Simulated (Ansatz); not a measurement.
Rock-salt KF, treated with LDA (plane waves, PAW; Ansatz, an electronic-structure program).

Total energies, extrapolated to zero smearing (they compare only within this program, potentials and cutoff; free atoms with spin allowed, lowest state found):

```json
[
 {"system": "rock-salt KF, relaxed", "energy (eV/atom)": "-1146.3932"},
 {"system": "free K atom", "energy (eV/atom)": "-1495.2359"},
 {"system": "free F atom", "energy (eV/atom)": "-789.0017"}
]
```

Task: Work out the cohesive energy per atom.

Result: E_coh = [1 × (-1495.2359) + 1 × (-789.0017)]/2 − (-1146.3932) = 4.27 eV/atom. The reference value is 3.85 eV/atom (measured, zero-point energy (Debye) added; as tabulated in Doll and Stoll (1997), arXiv:cond-mat/9707218), a difference of +0.42 eV/atom.

The PAW data were made under PBE.
